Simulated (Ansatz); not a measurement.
A structure relaxed at PBE0-D4/def2-TZVP, charge 0, multiplicity 2:

Cartesian coordinates in Å:
```
N 0.799 0.421 1.024
Si -0.057 -0.119 -0.407
H 0.170 0.543 1.821
H -1.178 0.809 -0.734
H -0.620 -1.477 -0.156
H 0.886 -0.177 -1.548
```

(1) Give its formula and SMILES.

(2) Point group (tolerance 0.08 Å, 0.16 Å for H)?

(3) Summarise the bond lengths by kind.

## Answers

(1) H4NSi, `[NH][SiH3]`.

(2) Cs.

(3) 1 × N–Si 1.753 Å; 1 × H–N 1.023 Å; 3 × H–Si 1.481 to 1.491 Å.

Program: Ansatz 0.2.0.
